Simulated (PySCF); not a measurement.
# C2H4F2S (CHF2CH2SH): the cost of one run

The runs use PySCF 2.14.0, with density-fitted response routines of our own; the level of theory stands in each step. All values are computed, except where a source is named. Atoms are numbered from 0 throughout.

## (1) Starting geometry

9 atoms, charge 0, multiplicity 1; geometry from: MMFF94s. The atoms were then displaced at random by about 0.03 Å, so the start is not that level's minimum.

Bonds of the start (Å): F0–C1 1.30, C1–F2 1.35, C1–C3 1.62, C3–S4 1.72, C1–H5 1.07, C3–H6 1.08, C3–H7 1.09, S4–H8 1.33.

## (2) Geometry optimisation at PBE0-D3(BJ)/def2-SVP

Job settings and geometry (Å):

```
{"job": {"xc": "PBE0", "basis": "def2-SVP", "d3": "d3bj", "grid": 1, "shake": 0.03, "kind": "geom"}, "charge": 0, "multiplicity": 1}
F     -0.828540     1.137010    -0.714650
C     -0.935430     0.073680     0.023180
F     -1.252780     0.460340     1.275080
C      0.516380    -0.629270    -0.058860
S      1.812590     0.376510     0.462870
H     -1.747700    -0.531920    -0.332210
H      0.641300    -0.939780    -1.081850
H      0.445240    -1.515700     0.563470
H      1.481690     1.499690    -0.162670
```

Started as:

```sh
$ OMP_NUM_THREADS=1 python probes_run.py task.json out
```

One launch serves the whole session: the jobs run in the order shown.

**Question.** How long does this first job take on 1 thread of Arm Neoverse V1, shared host, and how much memory does it need?

About 23 s, with a peak of 0.38 GiB.
